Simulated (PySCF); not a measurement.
The same gas-phase reaction for C, Si, Ge, Sn:
- 2 CH2Cl2 → 2 CHCl + Cl2 + 2 H
- 2 SiH2Cl2 → 2 SiHCl + Cl2 + 2 H
- 2 GeH2Cl2 → 2 GeHCl + Cl2 + 2 H
- 2 SnH2Cl2 → 2 SnHCl + Cl2 + 2 H

Computed with PySCF (xtb for GFN2) and rigid-rotor harmonic-oscillator thermochemistry at 1 bar. † marks an energy on the PBE0/def2-TZVP geometry and frequencies; other levels use their own. MP2 freezes the core. Open shells (unrestricted): H (multiplicity 2); the rest are closed-shell singlets. GFN2 has no spin-polarisation term. Sn: scalar-relativistic def2 core potential, no spin-orbit coupling. Ge: all electrons, no relativistic terms. SiHCl, GeHCl, SnH2Cl2, SnHCl: computed as isolated molecules; such fragments, hydroxides, amides, oligomers or adducts are transient or little studied in the gas. MP2 isn't extrapolated to the basis-set limit.

ΔH°(298 K) in kJ, by level:

```
level                    C      Si          Ge     Sn
------------------  ------  ------  ----------  -----
ωB97M-V/def2-TZVP†  1260.4  1168.1  (withheld)  836.9
BLYP/def2-TZVP†     1195.7  1091.5  (withheld)  731.5
PBE0/def2-TZVP      1279.1  1166.8  (withheld)  813.0
MP2/def2-SVP†       1303.3  1178.4  (withheld)  854.3
PBE0/def2-SVP†      1313.5  1171.2       977.5  825.6
ωB97X-V/def2-TZVP†  1278.2  1200.4  (withheld)  855.9
GFN2-xTB            1273.8  1182.6  (withheld)  563.6
PBE0/def2-QZVP†     1278.4  1165.8  (withheld)  813.6
```

**Question.** Complete the blanks.

**Answer.** 
- ωB97M-V/def2-TZVP†, Ge: 957.1
- BLYP/def2-TZVP†, Ge: 861.5
- PBE0/def2-TZVP, Ge: 954.6
- MP2/def2-SVP†, Ge: 1000.2
- ωB97X-V/def2-TZVP†, Ge: 988.2
- GFN2-xTB, Ge: 825.0
- PBE0/def2-QZVP†, Ge: 951.5
